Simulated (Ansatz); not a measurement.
# C₂H₃N (singlet): wave-function methods side by side, cc-pVTZ

One table from this session's results is given with a row withheld; the runs are named, their logs left out.

The runs use Ansatz 0.2.0, Gaussian basis; cc-pVTZ, core rule «outside noble gas», up to 3 orbitals frozen.

To be run: UHF; CCSD(T) on RHF; BCCD(T) on RHF; CCSDT(Q) on RHF; CASSCF and NEVPT2, 8 electrons in 8 orbitals.

20 further runs of the same task are left out: 2 that didn't finish, 18 set aside as unsound or not needed.

**The geometry**

The geometry is an MP2(full)/6-31G* stationary point (not a proven minimum).

6 atoms, charge 0, spin multiplicity 1.

Atoms are counted from 1 here; the program's logs count them from 0.

Bond lengths: C1–C2 1.461 Å, C1–H4 1.092 Å, C1–H5 1.092 Å, C1–H6 1.092 Å, C2–N3 1.178 Å. Angles: C2–C1–H4 110.1°, C2–C1–H5 110.1°, C2–C1–H6 110.1°, H4–C1–H5 108.8°, H4–C1–H6 108.8°, H5–C1–H6 108.8°, C1–C2–N3 180.0°.

Set-up of the first run:

The input, in.yaml:

```yaml
crystal:
  periodic: [false, false, false]
  atoms:
    - {symbol: C, position_ang: [0.000000, 0.000000, -1.300197]}
    - {symbol: C, position_ang: [0.000000, 0.000000, 0.160607]}
    - {symbol: N, position_ang: [0.000000, 0.000000, 1.338939]}
    - {symbol: H, position_ang: [0.000000, 1.024986, -1.675637]}
    - {symbol: H, position_ang: [0.887664, -0.512493, -1.675637]}
    - {symbol: H, position_ang: [-0.887664, -0.512493, -1.675637]}
basis:
  gaussian: {orbitals: cc-pVTZ}
magnetization: {spin_polarized: true, initial_magnetization: 0}
hamiltonian: {xc: hf}
output: {orbitals: {seedname: orbitals}}
```

Launch:

```console
$ ansatz run in.yaml --threads 1 --pin off --events-out ev --progress --plain --max-ram 2880MiB --backend cpu
```

Among the steps run: UHF; CCSD(T) on RHF; BCCD(T) on RHF; CCSDT(Q) on RHF; CASSCF and NEVPT2, 8 electrons in 8 orbitals.

One table of the session follows, with a row left open; its other results are not shown here.

```
         method  from RCCSDT(Q) (kcal/mol)
            RHF                    +351.79
           RMP2                     +25.42
          RCCSD                     +17.41
       RCCSD(T)                          ?
        BCCD(T)                      +1.14
         RCCSDT                      +1.27
      RCCSDT(Q)                          0
CASSCF frontier                    +264.75
NEVPT2 frontier                     +42.65
```

**Question.** Estimate the row for RCCSD(T).

**Answer.** from RCCSDT(Q) (kcal/mol): +1.22. In the column «from RCCSDT(Q) (kcal/mol)» it lies between BCCD(T) (+1.14) and RCCSDT (+1.27).

With the free atoms at the same levels and basis (separate runs), the atomisation energy is 25.912 eV at RCCSDT(Q), 25.896 eV at RCCSD(T), 18.650 eV at RHF.
